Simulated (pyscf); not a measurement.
Single points on ωB97X-D3(BJ)/def2-SVP structures (PySCF, gas phase). Correlated levels are frozen-core, on RHF or UHF. ΔMP2 is the change of the MP2 total energy from the triple- to the quadruple-zeta basis.

Task: `[NH]=[SiH2]` + `[NH3]` → `[NH2][SiH]` [singlet] + `[NH3]`
Surface: singlet. Broken: H–Si, H–N. Formed: H–N, H–N. Give ΔE‡ and ΔE from CCSD(T)/def2-TZVPP + ΔMP2(QZVPP), relative to the separated reactants.

Result: ΔE‡ = 26.1 kcal/mol, ΔE = -15.5 kcal/mol. Zero-point energy shifts the barrier by +1.2 kcal/mol. It is a concerted two-bond exchange, with an imaginary mode of 1262i cm⁻¹. On the reactant side the descent ends in a complex, 5.1 kcal/mol under the separated species and 29.3 kcal/mol under the saddle at ωB97X-D3(BJ)/def2-TZVP. On the product side the descent ends in a complex, 6.1 kcal/mol under the separated species and 46.6 kcal/mol under the saddle at ωB97X-D3(BJ)/def2-TZVP. The reactants may also form a dative adduct at HN=SiH₂; it and routes through it were not searched. The same reactants have a lower exit, to H₂N–SiH₂–NH₂ (barrier -15.5 kcal/mol at ωB97M-D3(BJ), against +23.8 kcal/mol here). One saddle was located; it need not be the lowest between these sides. The CCSD(T) − MP2 part came from Ansatz, without density fitting, on the same reference.
